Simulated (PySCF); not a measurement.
Gas-phase reaction: 6 H₂CSiH₂ = 2 c-Si₃H₆ + CH₄ + C₅H₈ (cyclic). Level: M06-2X/def2-TZVP†; standard pressure 1 bar.

Method: PySCF energies plus ideal-gas RRHO corrections (1 bar). † marks an energy on the PBE0/def2-TZVP geometry and frequencies. All species are closed-shell singlets. H₂CSiH₂, c-Si₃H₆: computed as isolated molecules; such fragments, hydroxides, amides, oligomers or adducts are transient or little studied in the gas. The harmonic model lacks anharmonicity and excited electronic states, which grow with temperature; levels with a mode under 35 cm⁻¹ are left out.

```csv
T (K),1000/T (1/K),log10 K
600,1.6667,39.96
800,1.2500,24.95
1000,1.0000,15.97
1200,0.8333,10.02
1400,0.7143,5.80
1600,0.6250,?
```

### Question
Fit log10 K = a + b·(1000/T) to the five rows, get the mean ΔH° and ΔS°, and predict log10 K at 1600 K.

### Answer
Means: 1000/T = 1.0929, log10 K = 19.340. Sums of products about the means: Sxy = 20.57188, Sxx = 0.573287, so b = Sxy/Sxx = 35.88 and a = 19.340 − (35.88)×1.0929 = -19.87.
ΔH° = −R ln 10 × 1000 K × b = −19.145 × (35.88) = -687 kJ; ΔS° = R ln 10 × a = -380 J/K. The run's own values go from -690 kJ and -385 J/K at 600 K to -671 kJ and -369 J/K at 1600 K.
Prediction at 1600 K: -19.87 + (35.88)×0.6250 = 2.55. The computed value is 2.65, 0.10 from the line.
For scale, ΔH°(298 K) is -688 kJ at this level, -685 kJ at ωB97M-V/def2-TZVP†, and runs from -819 to -497 kJ over the 18 levels computed.
